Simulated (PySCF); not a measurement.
# Complexes of hydrogen chloride

Gas-phase complexes of hydrogen chloride, each in one structure from a short search with a few starts, optimised by PBE0-D3(BJ)/def2-TZVPD; other ways of binding may lie lower. Energies in kcal/mol, CCSD(T) at its estimated basis limit, counterpoise-corrected (PySCF): interaction is complex less parts frozen as they stand in it. Contacts are written partner···hydrogen chloride; electrostatic, Pauli and orbital are terms of the uncorrected MP2 energy, whose rest is dispersion or correlation. The CCSD(T) estimate is Hartree-Fock/aug-cc-pVQZ, plus the MP2 correlation part extrapolated as X⁻³ from aug-cc-pVTZ and aug-cc-pVQZ, plus CCSD(T) less MP2 in aug-cc-pVDZ; noble-gas cores are frozen. It isn't the exact limit.

4 other partners are left out, for which the search missed the form known or expected to bind best.

Frequency runs check only 4 of the 5 structures; these show no clear imaginary mode. 2 further partners within 0.25 kcal/mol of a listed one are not ranked.

Problem. Order these partners of hydrogen chloride by interaction energy, strongest first: acetonitrile, hydrogen cyanide, acetylene, ammonia, water.

Solution. ammonia (-9.9), acetonitrile (-5.8), water (-5.4), hydrogen cyanide (-4.7), acetylene (-2.9).
| partner | contact | distance (Å) | interaction | electrostatic | Pauli | orbital |
| --- | --- | --- | --- | --- | --- | --- |
| ammonia | N···H | 1.64 | -9.9 | -25.2 | 37.4 | -18.3 |
| acetonitrile | N···H | 1.90 | -5.8 | -10.5 | 12.2 | -5.1 |
| water | O···H | 1.81 | -5.4 | -11.6 | 13.9 | -5.4 |
| hydrogen cyanide | N···H | 2.00 | -4.7 | -7.8 | 8.5 | -3.3 |
| acetylene | C···H | 2.36 | -2.9 | -5.2 | 7.4 | -2.7 |
